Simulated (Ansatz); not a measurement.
The input, for Ansatz 0.2.0:

```yaml
crystal:
  periodic: [false, false, false]
  atoms:
    - {symbol: C, position_ang: [0.000000, 0.000000, 2.071955]}
    - {symbol: C, position_ang: [0.000000, 0.000000, 0.609970]}
    - {symbol: C, position_ang: [0.000000, 0.000000, -0.609970]}
    - {symbol: C, position_ang: [0.000000, 0.000000, -2.071955]}
    - {symbol: H, position_ang: [0.000000, 1.020696, 2.464562]}
    - {symbol: H, position_ang: [-0.883949, -0.510348, 2.464562]}
    - {symbol: H, position_ang: [0.883949, -0.510348, 2.464562]}
    - {symbol: H, position_ang: [0.000000, 1.020696, -2.464562]}
    - {symbol: H, position_ang: [0.883949, -0.510348, -2.464562]}
    - {symbol: H, position_ang: [-0.883949, -0.510348, -2.464562]}
basis:
  gaussian: {orbitals: STO-3G}
magnetization: {spin_polarized: true, initial_magnetization: 0}
hamiltonian: {xc: {name: PBE}}
output: {orbitals: {seedname: orbitals}}
```

```sh
$ ansatz run in.yaml --threads 1 --pin off --events-out ev --progress --plain --max-ram 4096MiB --backend cpu
```

Output:

```
362 factors; integrals over basis functions are off by at most 3.5e-5 eV
mean field evaluation 1: about -4186.8196 eV, gradient 4.4e0 eV
mean field evaluation 2: about -4186.8494 eV, gradient 3.7e0 eV
mean field evaluation 4: about -4186.9295 eV, gradient 1.4e-1 eV
mean field evaluation 8: about -4186.7697 eV, gradient 1.2e-3 eV
mean field -4186.76974890 eV, -153.8609503776 hartree, gradient 6.4e-6 eV, S^2 0.000000; 0 other end points of the search recorded, 0 dependent functions left out
reference -4186.76977360 eV, -153.8609512853 hartree; 15, 15 occupied and 11, 11 virtual orbitals, 362 factors
Total energy: -4186.76977360 eV, -153.8609512853 hartree
```

Ran on 1 thread of AMD EPYC 7R13, shared host: 1.4 s wall, 0.12 GiB peak host memory.
